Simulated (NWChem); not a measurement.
System: nitrogen dioxide (NO₂, doublet); SMILES [O]N=O

Computed with NWChem. Spin-unrestricted. In the optimisation the excess spin sits in a1 (C2v, its own frame). No stability test was run on the SCF state. Each level has its own optimisation; frequencies are unscaled.

Problem. Among these, which level gives the highest value of “dipole (D)”?
(A) PBE/def2-SVP
(B) PBE0/def2-SVP
(C) BLYP/def2-SVP
(D) LDA (Slater exchange, VWN5)/def2-SVP

Solution. B, PBE0/def2-SVP. Values: LDA (Slater exchange, VWN5)/def2-SVP 0.22; PBE/def2-SVP 0.22; BLYP/def2-SVP 0.22; PBE0/def2-SVP 0.34
